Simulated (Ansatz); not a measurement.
Reaction (SMILES): CC#C [prop-1-yne] → C1=CC1

Quantity: isomerisation energy (enthalpy at 298 K), in kcal/mol. Set-up: no dispersion term unless named; six Cartesian d functions in 6-31G* and its kin unless marked 5d; frozen cores in correlated levels; 6-311+G** with 5d; non-relativistic; LANL2DZ all-electron up to Ne; spin-orbit terms left out. Basis-set limits of correlation are two-point, X^-3; Hartree-Fock from the larger set. [CCSD(T)-MP2]/basis is that difference in the basis named. Ab initio and DFT rows: single points at B3LYP-D3(BJ) geometries (Ansatz, a first-principles code), with unscaled harmonic terms from B3LYP/6-31G* at its own minima.

Measured values: Active Thermochemical Tables 1.112 (ions: stationary electron), as tabulated in the package chemicals; they hold spin-orbit and core effects, anharmonicity. 

Value to compare with, the measured value: 23.4 kcal/mol.

```
level                                                          program  isomerisation energy (enthalpy at 298 K) (kcal/mol)  error
-------------------------------------------------------------  -------  ---------------------------------------------------  -----
B3LYP/STO-3G                                                    Ansatz                                                 22.7   -0.7
B3LYP/3-21G                                                     Ansatz                                                 32.4    9.0
B3LYP/LANL2DZ                                                   Ansatz                                                 30.6    7.2
B3LYP/6-31G                                                     Ansatz                                                 28.6    5.2
B3LYP/6-31G*                                                    Ansatz                                                 21.4   -2.0
B3LYP/6-31+G*                                                   Ansatz                                                 22.6   -0.8
B3LYP/6-31G**                                                   Ansatz                                                 21.1   -2.3
B3LYP/def2-SVP                                                  Ansatz                                                 21.0   -2.4
B3LYP/cc-pVDZ                                                   Ansatz                                                 21.9   -1.5
B3LYP/6-311+G**                                                 Ansatz                                                 24.1    0.7
B3LYP/def2-TZVPD                                                Ansatz                                                 23.7    0.3
RI-MP2/CBS(aug-cc-pVTZ,aug-cc-pVQZ)+[CCSD(T)-MP2]/aug-cc-pVTZ   Ansatz                                                 23.3   -0.1
```

Among the 10 habitual levels, B3LYP/3-21G lies farthest from the measured value (9.0 kcal/mol); 4 of 10 lie above it, and their mean absolute error is 3.2 kcal/mol, the median 2.1. One case shows no general order.

The sets are all those run for this method; runs whose electronic state is in doubt are left out.
